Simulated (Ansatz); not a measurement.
# U-r2SCAN0/6-311G(d,p) run of SiH (SMILES [SiH])

Aim: the energy change on altering one bond length of SiH at U-r2SCAN0/6-311G**, from 2 runs. 

Program for the calculation: Ansatz 0.2.0.

66 further runs of the same task are left out: 2 that didn't finish, 64 set aside as unsound or not needed.

## Step 1: Starting point

SiH: 2 atoms, total charge 0, spin state doublet. As SMILES, `[SiH]`. The coordinates come from a GFN2-xTB relaxation.

Bond lengths: Si1–H2 1.517 Å.

## Step 2: The energy at U-r2SCAN0/6-311G(d,p)

Contents of input.yaml:

```yaml
basis:
  gaussian:
    orbitals: 6-311G_st__st_-spherical.json
crystal:
  periodic: [false, false, false]
  atoms:
    - {symbol: Si, position_ang: [0.000000, 0.000000, 0.000000]}
    - {symbol: H, position_ang: [0.000000, 0.000000, 1.516560]}
hamiltonian:
  xc: {name: r2SCAN0}
accuracy: high
magnetization:
  spin_polarized: true
  initial_magnetization: 1
```

The basis set 6-311G** is read from a file made from the Basis Set Exchange's data (not shown).

Started as:

```sh
$ ansatz run input.yaml --threads 1 --pin off --max-ram 2610MiB --events-out events.jsonl --progress --plain --runs-dir runs
```

Standard output:

```text
Warning: RAYON_NUM_THREADS=1 ignored (pool sized by the plan → 1); use --threads N
Functional definition: r2SCAN0
  name "r2SCAN0"
  parameter a = 0.25
  parameter k0 = 0.174
  parameter k1 = 0.065
  parameter a1 = 4.9479
  exchange = (1 - a)*r2scan_x(k0 = k0, k1 = k1, a1 = a1) + a*exact_x
  correlation = r2scan_c
456 factors; integrals over basis functions are off by at most 4.1e-9 eV
mean field evaluation 1: about -7889.7796 eV, gradient 5.0e0 eV
mean field evaluation 2: about -7889.9592 eV, gradient 1.8e0 eV
mean field evaluation 4: about -7889.9894 eV, gradient 1.3e-1 eV
mean field evaluation 8: about -7889.9873 eV, gradient 1.6e-3 eV
mean field evaluation 16: about -7889.9873 eV, gradient 2.4e-6 eV
mean field -7889.98730949 eV, -289.9516855984 hartree, gradient 2.6e-8 eV, S^2 0.756011; 1 other end points of the search recorded, 0 dependent functions left out
reference -7889.98731164 eV, -289.9516856772 hartree; 8, 7 occupied and 24, 25 virtual orbitals, 456 factors
Total energy: -7889.98731164 eV, -289.9516856772 hartree
```

Wall time 2.9 s (1 thread of Arm Neoverse V2, shared host); peak memory 0.14 GiB.

## Step 3: The distorted shape at the same level

Contents of molecule.yaml:

```yaml
crystal:
  periodic: [false, false, false]
  atoms:
    - {symbol: Si, position_ang: [0.000000, 0.000000, -0.379140]}
    - {symbol: H, position_ang: [0.000000, 0.000000, 1.516560]}
basis:
  gaussian: {orbitals: 6-311G_st__st_-spherical.json}
total_charge: 0
magnetization: {spin_polarized: true, initial_magnetization: 1}
hamiltonian: {xc: {name: r2SCAN0}}
accuracy: high
```

The basis set 6-311G** is read from a file made from the Basis Set Exchange's data (not shown).

Started as:

```sh
$ ansatz run molecule.yaml --threads 1 --pin off --max-ram 2610MiB --events-out events.jsonl --progress --plain --runs-dir runs
```

Standard output:

```text
Warning: RAYON_NUM_THREADS=1 ignored (pool sized by the plan → 1); use --threads N
[... 8 set-up lines as earlier in the session ...]
450 factors; integrals over basis functions are off by at most 3.9e-9 eV
mean field evaluation 1: about -7889.0719 eV, gradient 5.1e0 eV
mean field evaluation 2: about -7889.2223 eV, gradient 3.5e0 eV
mean field evaluation 4: about -7889.3605 eV, gradient 2.2e-1 eV
mean field evaluation 8: about -7889.3585 eV, gradient 1.4e-2 eV
mean field evaluation 16: about -7889.3585 eV, gradient 1.3e-5 eV
mean field -7889.35847502 eV, -289.9285763577 hartree, gradient 4.3e-8 eV, S^2 0.756957; 1 other end points of the search recorded, 0 dependent functions left out
reference -7889.35847724 eV, -289.9285764393 hartree; 8, 7 occupied and 24, 25 virtual orbitals, 450 factors
Total energy: -7889.35847724 eV, -289.9285764393 hartree
```

Run time: 2.8 s. Hardware: 1 thread of Arm Neoverse V2, shared host; peak memory 0.14 GiB.

## Step 4: Summary of results

Level: U-r2SCAN0/6-311G**.

| quantity | value |
| --- | --- |
| first shape: total energy | -289.95169 Eh |
| first shape: ⟨S²⟩ | 0.756 |
| distorted shape: total energy | -289.92858 Eh |
| distorted shape: ⟨S²⟩ | 0.757 |
| energy change with the Si1–H2 bond stretched from 1.517 to 1.896 Å | 0.629 eV |

In words: With the Si1–H2 bond stretched from 1.517 to 1.896 Å the energy rises by 0.63 eV (14.5 kcal/mol). The first shape isn't relaxed at this level, so the change isn't measured from a minimum.
